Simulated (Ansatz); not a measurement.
```yaml
crystal:
  periodic: [false, false, false]
  atoms:
    - {symbol: C, position_ang: [-0.075700, 0.011380, 0.294266]}
    - {symbol: C, position_ang: [0.189005, -1.386086, -0.130137]}
    - {symbol: C, position_ang: [-0.165479, 1.405124, 0.133089]}
basis:
  gaussian: {orbitals: pcseg-2, fitting: {mean_field: def2-universal-jkfit}}
total_charge: -1
magnetization: {spin_polarized: false, initial_magnetization: 3}
hamiltonian: {xc: {name: HF}}
correlation: {method: rpa}
scf: {omitted_lower_state_checks: [starts]}
```

```sh
$ ansatz run in.yaml --threads 4 --pin off --events-out ev --progress --plain --max-ram 3916MiB
```

Output, abridged:

```
Functional definition: HF
225 factors; integrals over basis functions are off by at most 4.5e-1 eV
mean field evaluation 1: about -3080.5185 eV, gradient 1.6e1 eV
mean field evaluation 2: about -3081.5686 eV, gradient 1.3e1 eV
mean field evaluation 4: about -3082.0247 eV, gradient 5.9e0 eV
mean field evaluation 8: about -3082.2862 eV, gradient 1.2e0 eV
mean field evaluation 16: about -3083.8042 eV, gradient 2.3e-6 eV
mean field -3083.80416352 eV, -113.3277127318 hartree, gradient 2.3e-6 eV, S^2 3.750000; 0 other end points of the search recorded, 0 dependent functions left out
mean field evaluation 32: about -3085.0142 eV, gradient 1.8e-4 eV
unrestricted determinant -3085.01419965 eV, -113.3721807393 hartree, S^2 4.3997
3 core orbitals not correlated: weight in the atoms' cores, before any rotation towards them, 1.000 or more for the frozen orbitals, at most 0.000 for the correlated occupied ones
reference -3083.80416352 eV, -113.3277127318 hartree; 8, 5 occupied and 79, 82 virtual orbitals, 225 factors
Total energy: -3095.68373453 eV, -113.7642789142 hartree
Checks for a lower state left out: starts
```

Run time 0.25 s (4 threads of Arm Neoverse V2 on a shared host).

Correlated methods freeze 3 core orbitals. The highest occupied level of an anion often lies above zero with these methods, and sets without diffuse functions describe the outer electron poorly.

With spin_polarized false and unpaired electrons the run is restricted open-shell.
